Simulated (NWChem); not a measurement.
System: SiO cation, doublet; SMILES of the neutral closed-shell parent O=[Si]

Here is an NWChem input.

```
start job
memory heap 200 mb stack 900 mb global 1100 mb
charge 1
geometry units angstroms noautosym nocenter noautoz
  Si     0.000000     0.000000     0.566628
  O      0.000000     0.000000    -0.971807
end
basis spherical
  * library def2-svp
end
dft
  odft
  mult 2
  xc xpbe96 cpbe96
  iterations 150
end
cosmo
  do_cosmo_smd true
  solvent dmso
end
task dft energy
```

NWChem printed, in part:

```
             Northwest Computational Chemistry Package (NWChem) 7.3.0
             --------------------------------------------------------

                             Geometry "geometry" -> ""
                             -------------------------

 Output coordinates in angstroms (scale by  1.889725989 to convert to a.u.)

  No.       Tag          Charge          X              Y              Z
 ---- ---------------- ---------- -------------- -------------- --------------
    1 Si                  14.0000     0.00000000     0.00000000     0.56662800
    2 O                    8.0000     0.00000000     0.00000000    -0.97180700

 Effective nuclear repulsion energy (a.u.)      38.5247682794

  pbe96 is a nonlocal functional; adding pw91lda local functional.

                                 NWChem DFT Module
                                 -----------------

 Summary of "ao basis" -> "ao basis" (spherical)
 ------------------------------------------------------------------------------
       Tag                 Description            Shells   Functions and Types
 ---------------- ------------------------------  ------  ---------------------
 Si                         def2-svp                 8       18   4s3p1d
 O                          def2-svp                 6       14   3s2p1d

 in cosmo_initialize ...
 calling solv_data for solv:dmso

 solvent parameters
 solvname_short: dmso
 solvname_long:  dimethylsulfoxide
 dielec:       46.8260
 dielecinf:     2.0079
 nonaqueous SMD model solvent descriptors
 dielec:       46.8260
 sola:          0.0000
 solb:          0.8800
 solc:          0.0000
 solg:         61.7800
 solh:          0.0000
 soln:          1.4170

          ---------------
          -cosmo- solvent
          ---------------
 Cosmo: York-Karplus, doi: 10.1021/jp992097l
 dielectric constant -eps-     =  46.83
 screen = (eps-1)/(eps    )    =   0.97864
 surface charge correction     = lagrangian

   van der Waals surface
 --------------------------

[...]

                                COSMO-SMD solvation results
                                ---------------------------

             internal energy in gas <Psi(g)|H|Psi(g)> =      -363.931577433177
         internal energy in solvent <Psi(s)|H|Psi(s)> =      -363.929379774942
                               delta internal energy  =         0.002197658235 (    1.38 kcal/mol)
   total free energy in solvent <Psi(s)|H+V/2|Psi(s)> =      -364.039757248611
 polarization energy contribution <Psi(s)|V/2|Psi(s)> =        -0.110377473670 (  -69.26 kcal/mol)
    total free energy in solvent including G(SMD-CDS) =      -364.041653133892
                       G(SMD-CDS) energy contribution =        -0.001895885280 (   -1.19 kcal/mol)
     1 M fixed-concentration free energy of solvation =        -0.110075700715 (  -69.07 kcal/mol)

                    DFT Final Alpha Molecular Orbital Analysis
                    ------------------------------------------

 Vector    9  Occ=1.000000D+00  E=-4.162905D-01
              MO Center=  4.5D-12,  3.6D-11,  2.5D-01, r^2= 2.1D+00
   Bfn.  Coefficient  Atom+Function         Bfn.  Coefficient  Atom+Function
  ----- ------------  ---------------      ----- ------------  ---------------
     3      0.500234  1 Si s                 24     -0.449866  2 O  pz
    10      0.381048  1 Si pz                 2      0.252539  1 Si s
    27     -0.248832  2 O  pz                 4      0.216841  1 Si s
     7     -0.187871  1 Si pz                13      0.144918  1 Si pz
    21      0.095187  2 O  s                 16     -0.049142  1 Si d  0

 Vector   10  Occ=1.000000D+00  E=-4.090162D-01
              MO Center= -2.3D-11, -3.2D-11, -7.2D-01, r^2= 9.6D-01
   Bfn.  Coefficient  Atom+Function         Bfn.  Coefficient  Atom+Function
  ----- ------------  ---------------      ----- ------------  ---------------
    23      0.480363  2 O  py                22      0.341918  2 O  px
    26      0.307428  2 O  py                25      0.218824  2 O  px
     9      0.191660  1 Si py                 8      0.136422  1 Si px
    12      0.124379  1 Si py                 6     -0.096109  1 Si py
    11      0.088532  1 Si px                 5     -0.068409  1 Si px

 Vector   11  Occ=1.000000D+00  E=-4.090162D-01
              MO Center=  2.9D-11, -2.1D-11, -7.2D-01, r^2= 9.6D-01
   Bfn.  Coefficient  Atom+Function         Bfn.  Coefficient  Atom+Function
  ----- ------------  ---------------      ----- ------------  ---------------
    22      0.480363  2 O  px                23     -0.341918  2 O  py
    25      0.307428  2 O  px                26     -0.218824  2 O  py
     8      0.191660  1 Si px                 9     -0.136422  1 Si py
    11      0.124379  1 Si px                 5     -0.096109  1 Si px
    12     -0.088532  1 Si py                 6      0.068409  1 Si py

 Vector   12  Occ=0.000000D+00  E=-1.978793D-01
              MO Center=  5.1D-13, -1.0D-13,  5.1D-01, r^2= 2.2D+00
   Bfn.  Coefficient  Atom+Function         Bfn.  Coefficient  Atom+Function
  ----- ------------  ---------------      ----- ------------  ---------------
     9      0.449785  1 Si py                12      0.449198  1 Si py
     8      0.318458  1 Si px                11      0.318042  1 Si px
    23     -0.254669  2 O  py                26     -0.213136  2 O  py
     6     -0.198971  1 Si py                22     -0.180312  2 O  px
    25     -0.150905  2 O  px                 5     -0.140876  1 Si px

[...]
```

Level: PBE/def2-SVP, spin-unrestricted, SMD on the gas-phase geometry. Geometry: optimised at B3LYP/6-31G* (spherical d), spin-unrestricted. The spin multiplicity was typed, not searched, and may not be the lowest. No stability test was run on the SCF state. Solvent: dimethyl sulfoxide.
